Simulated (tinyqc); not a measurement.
RKS/LDA (VWN5) in the sto-6g basis, for OH-, spin multiplicity 1, step by step. The basis has no diffuse functions, so it cannot describe the extra electron: this is an exercise in the method, not the real anion. Computed by tinyqc, a small Python program that keeps every step (integrals from PySCF). Settings: charge = -1, multiplicity = 1, basis = sto-6g, energy threshold = 1e-08, iteration cap = 83, orthogonalisation = symmetric, start = highest core orbitals, DIIS depth = 0, damping = 0.2, method = RKS, functional = lda,vwn, grid = [40, 14]. Command: `OMP_NUM_THREADS=1 python tinyqc.py 31776 31777 out.jsonl` (the two numbers bound the seeds that draw the settings). One thread of a shared host (Intel(R) Xeon(R) Processor @ 2.60GHz), about 1 s of CPU time with the checks.

Geometry (angstrom):
```
atom         x         y         z
O     0.000000  0.000000  0.000000
H     0.000000  0.000000  1.926000
```

Stop when the energy changes by less than 1e-08 hartree and every element of the error matrix X^T (F D S - S D F) X is below 3e-05.

Course of the cycle:
```
iteration   E (hartree)     change  largest element of the error matrix
1          -31.86594735          -                             5.87e-02
2          -66.38169811  -3.45e+01                             1.73e-01
3          -72.81057214  -6.43e+00                             4.18e-02
4          -73.72548522  -9.15e-01                             5.57e-01
5          -74.23984635  -5.14e-01                             1.66e-03
6          -74.00026765   2.40e-01                             5.70e-01
7          -74.29649953  -2.96e-01                             4.96e-04
8          -74.01468572   2.82e-01                             5.71e-01
9          -74.29877290  -2.84e-01                             4.94e-04
10         -74.01415839   2.85e-01                             5.71e-01
11         -74.29886371  -2.85e-01                             4.92e-04
12         -74.01449061   2.84e-01                             5.71e-01
13         -74.29886748  -2.84e-01                             4.90e-04
14         -74.01439062   2.84e-01                             5.71e-01
...                 ...        ...                                  ...
70         -74.01441130   2.84e-01                             5.71e-01
71         -74.29887095  -2.84e-01                             4.43e-04
72         -74.01441118   2.84e-01                             5.71e-01
73         -74.29887106  -2.84e-01                             4.42e-04
74         -74.01441106   2.84e-01                             5.71e-01
75         -74.29887116  -2.84e-01                             4.40e-04
76         -74.01441094   2.84e-01                             5.71e-01
77         -74.29887126  -2.84e-01                             4.39e-04
78         -74.01441082   2.84e-01                             5.71e-01
79         -74.29887136  -2.84e-01                             4.37e-04
80         -74.01441071   2.84e-01                             5.71e-01
81         -74.29887146  -2.84e-01                             4.36e-04
82         -74.01441059   2.84e-01                             5.71e-01
83         -74.29887156  -2.84e-01                             4.34e-04
```

Can the last value be used, and what does the course show?

Not by the stop rule. Not converged within the cap of 83 iterations: the residual has stopped falling: the iteration swings between two states. Reruns (cap 100 unless said): DIIS 8: not converged; damping 0.5: not converged; level shift 0.5: converged in 14; atomic densities as start, DIIS 8: not converged; the original settings with a cap of 400: not converged. PySCF RKS in the same basis, fine grid = -73.44224242 hartree, which differs from a converged run on this coarse grid by the grid error.
